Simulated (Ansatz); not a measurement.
CH3OS, doublet: at a first-order saddle point.

The input file, in.yaml:

```yaml
crystal:
  periodic: [false, false, false]
  atoms:
    - {symbol: H, position_ang: [-0.057123, 0.011345, 0.461857]}
    - {symbol: C, position_ang: [-0.309593, 0.561236, -0.866735]}
    - {symbol: O, position_ang: [0.163301, 0.109650, -1.836932]}
    - {symbol: S, position_ang: [0.214692, -0.592428, 1.818472]}
    - {symbol: H, position_ang: [-0.998633, 1.437721, -0.818097]}
    - {symbol: H, position_ang: [0.987257, -1.527525, 1.241435]}
basis:
  gaussian: {orbitals: def2-TZVPP}
magnetization: {spin_polarized: true, initial_magnetization: 1}
hamiltonian: {xc: lda}
```

Run by:

```bash
ansatz run in.yaml --threads 2 --pin off --events-out ev --progress --plain --max-ram 4352MiB
```

What Ansatz 0.2.0 printed:

```
Functional definition: SPW92
  name "SPW92"
  cite "Dirac, Proc. Camb. Phil. Soc. 26, 376 (1930) doi:10.1017/S0305004100016108"
  cite "Slater, Phys. Rev. 81, 385 (1951) doi:10.1103/PhysRev.81.385"
  cite "Perdew & Wang, Phys. Rev. B 45, 13244 (1992) doi:10.1103/PhysRevB.45.13244"
  exchange = slater_x
  correlation = pw_c
792 factors; their error is unknown
mean field evaluation 1: about -13901.9170 eV, gradient 3.0e1 eV
mean field evaluation 2: about -13889.6258 eV, gradient 6.3e1 eV
mean field evaluation 4: about -13905.4476 eV, gradient 2.3e0 eV
mean field evaluation 8: about -13905.4783 eV, gradient 1.4e-1 eV
mean field evaluation 16: about -13905.4686 eV, gradient 2.8e-4 eV
mean field -13905.46856561 eV, -511.0165443210 hartree, gradient 3.4e-5 eV, S^2 0.751284; 2 other end points of the search recorded, 0 dependent functions left out
reference -13905.46859544 eV, -511.0165454172 hartree; 17, 16 occupied and 129, 130 virtual orbitals, 792 factors
Total energy: -13905.46859544 eV, -511.0165454172 hartree
```

The lines “mean field evaluation” count trial sets of orbitals through the whole run, from several starts and some on an approximate energy, so they need not fall steadily or lie above the final value.

The run took about 1.1 s on 2 CPU threads of an Arm Neoverse V2 (shared host).
